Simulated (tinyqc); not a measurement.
Inside a calculation. Method: UHF in the sto-3g basis, for BH, spin multiplicity 3. One step of it, computed by the program tinyqc.

Problem. Iteration 1: building the Fock matrix. J_ij = sum D_kl (ij|kl) with D = D(alpha) + D(beta), K_ij = sum D_kl (ik|jl) for each spin; F = H + J - K(s); E = tr D H + tr D J / 2 - 0.5 sum_s tr D(s) K(s) + E_nn.

D(alpha) at the start:
```
            1B 1s      1B 2s     1B 2px     1B 2py     1B 2pz      2H 1s
1B 1s    0.931137  -0.341465  -0.228324  -0.019018   0.254701   0.026414
1B 2s   -0.341465   0.714986  -0.323983  -0.247657  -0.261988  -0.134726
1B 2px  -0.228324  -0.323983   0.496563  -0.164084   0.162076   0.107456
1B 2py  -0.019018  -0.247657  -0.164084   0.883117  -0.189474   0.153287
1B 2pz   0.254701  -0.261988   0.162076  -0.189474   0.212539  -0.088851
2H 1s    0.026414  -0.134726   0.107456   0.153287  -0.088851   1.100378
```

D(beta) at the start:
```
            1B 1s      1B 2s     1B 2px     1B 2py     1B 2pz      2H 1s
1B 1s    0.145787   0.156449  -0.189815  -0.040433  -0.058035   0.183929
1B 2s    0.156449   0.380446  -0.284444  -0.329770  -0.030067  -0.176435
1B 2px  -0.189815  -0.284444   0.277813   0.161436   0.063325  -0.097467
1B 2py  -0.040433  -0.329770   0.161436   0.397057  -0.027305   0.452634
1B 2pz  -0.058035  -0.030067   0.063325  -0.027305   0.027985  -0.129870
2H 1s    0.183929  -0.176435  -0.097467   0.452634  -0.129870   0.889465
```

core Hamiltonian H = T + V (hartree):
```
             1B 1s      1B 2s     1B 2px     1B 2py     1B 2pz      2H 1s
1B 1s   -12.675525  -3.282790   0.000000   0.000000  -0.011805  -0.416525
1B 2s    -3.282790  -3.763222   0.000000   0.000000  -0.114049  -1.099853
1B 2px    0.000000   0.000000  -2.942620   0.000000   0.000000   0.000000
1B 2py    0.000000   0.000000   0.000000  -2.942620   0.000000   0.000000
1B 2pz   -0.011805  -0.114049   0.000000   0.000000  -3.018875  -1.101340
2H 1s    -0.416525  -1.099853   0.000000   0.000000  -1.101340  -2.231382
```

Two-electron integrals (ij|kl) in chemists' order, unique and non-zero (hartree):
```
(11|11) 2.923513   (21|11) 0.518376   (21|21) 0.109262   (22|11) 0.744229
(22|21) 0.193177   (22|22) 0.544804   (31|31) 0.020264   (32|31) 0.029996
(32|32) 0.120346   (33|11) 0.742491   (33|21) 0.193240   (33|22) 0.544682
(33|33) 0.586773   (41|41) 0.020264   (42|41) 0.029996   (42|42) 0.120346
(43|43) 0.031630   (44|11) 0.742491   (44|21) 0.193240   (44|22) 0.544682
(44|33) 0.523513   (44|44) 0.586773   (51|51) 0.020264   (52|51) 0.029996
(52|52) 0.120346   (53|53) 0.031630   (54|54) 0.031630   (55|11) 0.742491
(55|21) 0.193240   (55|22) 0.544682   (55|33) 0.523513   (55|44) 0.523513
(55|55) 0.586773   (61|11) 0.064475   (61|21) 0.013549   (61|22) 0.024065
(61|33) 0.023959   (61|44) 0.023959   (61|51) 0.000946   (61|52) 0.001764
(61|55) 0.024291   (61|61) 0.001730   (62|11) 0.178742   (62|21) 0.047251
(62|22) 0.149746   (62|33) 0.145269   (62|44) 0.145269   (62|51) 0.005146
(62|52) 0.033370   (62|55) 0.158548   (62|61) 0.006253   (62|62) 0.060793
(63|31) 0.004380   (63|32) 0.021302   (63|53) 0.005972   (63|63) 0.006069
(64|41) 0.004380   (64|42) 0.021302   (64|54) 0.005972   (64|64) 0.006069
(65|11) 0.177322   (65|21) 0.047446   (65|22) 0.158567   (65|33) 0.150336
(65|44) 0.150336   (65|51) 0.008721   (65|52) 0.052929   (65|55) 0.174849
(65|61) 0.006528   (65|62) 0.074968   (65|65) 0.096633   (66|11) 0.352789
(66|21) 0.094888   (66|22) 0.341549   (66|33) 0.322498   (66|44) 0.322498
(66|51) 0.011317   (66|52) 0.100118   (66|55) 0.379158   (66|61) 0.012695
(66|62) 0.186049   (66|65) 0.247639   (66|66) 0.774606
```

nuclear repulsion = 1.77219428 hartree

Give: Coulomb J; exchange K(alpha); exchange K(beta); F(alpha); F(beta); total energy of this density.

Solution.

Coulomb J (hartree):
```
          1B 1s    1B 2s   1B 2px   1B 2py   1B 2pz    2H 1s
1B 1s    6.0162   1.3173  -0.0534  -0.0317   0.0063   0.1644
1B 2s    1.3173   3.1041  -0.1711  -0.1167   0.0975   0.9604
1B 2px  -0.0534  -0.1711   3.0709  -0.0002   0.0144  -0.0268
1B 2py  -0.0317  -0.1167  -0.0002   3.1029  -0.0065  -0.0204
1B 2pz   0.0063   0.0975   0.0144  -0.0065   3.1310   1.0771
2H 1s    0.1644   0.9604  -0.0268  -0.0204   1.0771   2.7413
```

exchange K(alpha) (hartree):
```
          1B 1s    1B 2s   1B 2px   1B 2py   1B 2pz    2H 1s
1B 1s    2.4801   0.3789  -0.2434  -0.0654   0.1381   0.0758
1B 2s    0.3789   0.5741  -0.2485  -0.1434  -0.0781   0.2359
1B 2px  -0.2434  -0.2485   0.4106  -0.0911   0.1068   0.0002
1B 2py  -0.0654  -0.1434  -0.0911   0.6252  -0.0812  -0.0210
1B 2pz   0.1381  -0.0781   0.1068  -0.0812   0.3142   0.2279
2H 1s    0.0758   0.2359   0.0002  -0.0210   0.2279   0.7927
```

exchange K(beta) (hartree):
```
          1B 1s    1B 2s   1B 2px   1B 2py   1B 2pz    2H 1s
1B 1s    0.6644   0.3311  -0.2110  -0.0916  -0.0254   0.1051
1B 2s    0.3311   0.3782  -0.2478  -0.1529  -0.0179   0.1677
1B 2px  -0.2110  -0.2478   0.2325   0.0896   0.0199  -0.0749
1B 2py  -0.0916  -0.1529   0.0896   0.2987   0.0556   0.0884
1B 2pz  -0.0254  -0.0179   0.0199   0.0556   0.1210   0.1454
2H 1s    0.1051   0.1677  -0.0749   0.0884   0.1454   0.5906
```

F(alpha) (hartree):
```
          1B 1s    1B 2s   1B 2px   1B 2py   1B 2pz    2H 1s
1B 1s   -9.1394  -2.3444   0.1901   0.0337  -0.1436  -0.3279
1B 2s   -2.3444  -1.2332   0.0774   0.0267   0.0616  -0.3753
1B 2px   0.1901   0.0774  -0.2823   0.0909  -0.0924  -0.0270
1B 2py   0.0337   0.0267   0.0909  -0.4649   0.0747   0.0007
1B 2pz  -0.1436   0.0616  -0.0924   0.0747  -0.2021  -0.2521
2H 1s   -0.3279  -0.3753  -0.0270   0.0007  -0.2521  -0.2827
```

F(beta) (hartree):
```
          1B 1s    1B 2s   1B 2px   1B 2py   1B 2pz    2H 1s
1B 1s   -7.3237  -2.2966   0.1577   0.0599   0.0199  -0.3572
1B 2s   -2.2966  -1.0373   0.0767   0.0362   0.0014  -0.3072
1B 2px   0.1577   0.0767  -0.1043  -0.0898  -0.0055   0.0481
1B 2py   0.0599   0.0362  -0.0898  -0.1385  -0.0621  -0.1087
1B 2pz   0.0199   0.0014  -0.0055  -0.0621  -0.0088  -0.1696
2H 1s   -0.3572  -0.3072   0.0481  -0.1087  -0.1696  -0.0806
```

total energy of this density = -17.337401 hartree

This density is the starting one.
